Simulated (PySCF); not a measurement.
Gas-phase reaction: 4 C₃H₆ (cyclic) = 3 C₄H₈ (isobutene)

Energies from PySCF, thermal terms from the rigid-rotor harmonic-oscillator model, ideal gas at 1 bar. The comparison is the NASA 1993 polynomial table, which mixes measured and estimated data. † marks an energy on the PBE0/def2-TZVP geometry and frequencies; other levels use their own. MP2 freezes the core. 6-31G* has spherical d functions here. All species are closed-shell singlets. B3LYP is the form with VWN-RPA correlation. MP2 isn't extrapolated to the basis-set limit; its ΔH°(298 K) is -229.9 kJ in def2-SVP and -237.5 kJ in def2-TZVPP. The harmonic model lacks anharmonicity and excited electronic states, which grow with temperature; levels with a mode under 35 cm⁻¹ are left out. Internal rotation in C₄H₈ (isobutene) is treated as a harmonic vibration of one conformer, which makes the entropy rough.

```
level              ΔH°(298 K), kJ  minus table  ΔG°(2000 K), kJ
-----------------  --------------  -----------  ---------------
table                      -264.5            -           -148.9
B3LYP/def2-TZVP†           -264.3          0.2           -155.0
HF/6-31G*                  -254.3         10.2           -140.7
M06-2X/def2-TZVP†          -206.8         57.7            -97.6
MP2/def2-TZVPP†            -237.5         27.0           -128.3
PBE0/def2-TZVP             -211.0         53.5           -101.8
LDA/def2-TZVP†             -224.6         39.9           -115.3
```
